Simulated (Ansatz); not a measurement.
Geometry optimisation, RKS B3LYP/def2-SVP (Ansatz).

Input:

```yaml
crystal:
  periodic: [false, false, false]
  atoms:
    - { symbol: "N", position_ang: [-1.6697, -0.4295, 0.4875] }
    - { symbol: C, position_ang: [-0.3173, -0.7892, 0.3358] }
    - { symbol: C, position_ang: [0.7217, 0.1155, 0.8732] }
    - { symbol: C, position_ang: [0.7057, -0.0612, -0.605] }
    - { symbol: S, position_ang: [0.1053, 1.2458, -1.6175] }
    - { symbol: H, position_ang: [-1.8171, 0.6213, 0.238] }
    - { symbol: H, position_ang: [-2.2617, -0.8666, -0.2144] }
    - { symbol: H, position_ang: [-0.1113, -1.8376, 0.4586] }
    - { symbol: H, position_ang: [0.4569, 1.0711, 1.3765] }
    - { symbol: H, position_ang: [1.5961, -0.3521, 1.4128] }
    - { symbol: H, position_ang: [1.3778, -0.6897, -1.0555] }
    - { symbol: H, position_ang: [1.2904, 1.9171, -1.6559] }
basis:
  gaussian: { orbitals: def2-SVP }
hamiltonian:
  xc: b3lyp
relax:
  f_tol: 0.015
  max_steps: 40
```

Command:

```bash
$ ansatz run input.yaml --threads 2 --pin off --max-ram 3072MiB --backend cpu --events-out ev --progress --plain --runs-dir out
```

**Question.** Where does it end, and by what steps?

**Answer.** The run converged. The force dipped under the threshold on the way, but the program's further checks kept it going. After 7 steps the energy has fallen by 0.393 eV; H12 moved furthest, 0.28 Å.

```json
{"step": "0", "energy less start (eV)": "0.0000", "largest force component (eV/Å)": "2.607", "accepted": "yes"}
{"step": "1", "energy less start (eV)": "-0.3336", "largest force component (eV/Å)": "1.081", "accepted": "yes"}
{"step": "2", "energy less start (eV)": "-0.3851", "largest force component (eV/Å)": "0.276", "accepted": "yes"}
{"step": "3", "energy less start (eV)": "-0.3914", "largest force component (eV/Å)": "0.100", "accepted": "yes"}
{"step": "4", "energy less start (eV)": "-0.3927", "largest force component (eV/Å)": "0.032", "accepted": "yes"}
{"step": "5", "energy less start (eV)": "-0.3927", "largest force component (eV/Å)": "0.067", "accepted": "no"}
{"step": "6", "energy less start (eV)": "-0.3930", "largest force component (eV/Å)": "0.012", "accepted": "yes"}
{"step": "7", "energy less start (eV)": "-0.3931", "largest force component (eV/Å)": "0.006", "accepted": "yes"}
```

```xyz
12
Properties=species:S:1:pos:R:3
N -1.683 -0.375 0.458
C -0.310 -0.770 0.343
C 0.775 0.104 0.887
C 0.709 -0.133 -0.611
S 0.129 1.161 -1.723
H -1.782 0.629 0.309
H -2.244 -0.831 -0.263
H -0.177 -1.849 0.480
H 0.481 1.095 1.246
H 1.602 -0.348 1.442
H 1.462 -0.798 -1.046
H 1.115 2.060 -1.488
```

The run took 21 s on 2 threads of Arm Neoverse V2, with other jobs on the host, peak memory 0.25 GiB.
